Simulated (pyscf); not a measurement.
Optimised with ωB97X-D3(BJ)/def2-SVP in PySCF.

Q: For CH₄ + [HS–Zn]• → [H₃C–Zn]• + H₂S, a four-centre exchange (doublet surface; C–H, S–Zn broken, C–Zn, H–S formed), PBE/def2-TZVP gives ΔE‡ = 1.80 eV and ΔE = +1.28 eV (zero: the separated reactants). In which direction and how far do r²SCAN/def2-TZVP, B3LYP-D3(BJ)/def2-TZVP, ωB97M-D3(BJ)/def2-TZVP move these?

A: r²SCAN: ΔE‡ = 1.83 eV, ΔE = +1.34 eV; B3LYP-D3(BJ): ΔE‡ = 2.05 eV, ΔE = +1.32 eV; ωB97M-D3(BJ): ΔE‡ = 2.07 eV, ΔE = +1.29 eV. PBE's barrier lies under all of them, by 0.03 to 0.27 eV. Its reaction energy matches one of them and lies within 0.06 eV of the others. This is the saddle that the search found; another between the same sides may lie lower. Elements up to Kr have no core potential and no relativistic terms here.
